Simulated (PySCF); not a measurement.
Compound: difluoroacetylene, C₂F₂.
Bonds: F1–C2, C2–C3 (triple), C3–F4.

Computed by this run: PBE0-D3(BJ)/def2-TZVP geometry optimisation, gas phase in PySCF 2.14.0; density fitting, grid level 2; the optimiser is geomeTRIC in internal coordinates, started from a GFN2-xTB structure with every atom displaced at random (about 0.01 Å).

Step 0: E = -7498.9830 eV
```
atom  x, y, z in Å  |  force x, y, z in eV/Å
F1     -1.8038   -0.0474    0.7002   -0.794   0.029  -0.082
C2     -0.6020    0.0069    0.3109   -0.297  -0.105   0.557
C3      0.5824   -0.0125    0.3060    3.429   0.155  -1.267
F4      1.8615    0.0275   -0.0605   -2.338  -0.079   0.791
```

Step 1: E = -7499.0867 eV
```
atom  x, y, z in Å  |  force x, y, z in eV/Å
F1     -1.8100   -0.0491    0.7307   -0.008   0.058  -0.339
C2     -0.5892   -0.0021    0.3506   -0.085  -0.073   0.387
C3      0.5760    0.0094    0.1439    0.779  -0.019   0.187
F4      1.8612    0.0163    0.0315   -0.685   0.034  -0.234
```

Problem. Estimate the geometry and energy of step 2. (The exact step hangs on the optimiser's Hessian estimate; all steps are aligned on step 1, rigid shifts and turns removed.)

Solution. E = -7499.1258 eV, largest force 0.179 eV/Å
```
atom  x, y, z in Å  |  force x, y, z in eV/Å
F1     -1.8201   -0.0435    0.6941   -0.002   0.030  -0.154
C2     -0.5795   -0.0081    0.3880    0.041  -0.041   0.169
C3      0.5862    0.0045    0.1794    0.043  -0.003   0.107
F4      1.8514    0.0216   -0.0048   -0.082   0.014  -0.122
```

The energy changes by -0.0392 eV. The first-order estimate −F·Δx gives -0.0570 eV and the mean of the old and new forces, exact on a quadratic surface, -0.0397 eV. The step makes an angle of 52° with the force vector and moves no atom by more than 0.039 Å.

What follows is the cost of the whole optimisation. Time: 42 s of wall time; peak memory 0.45 GiB. Hardware: one thread of an Arm Neoverse N1, on a shared host.
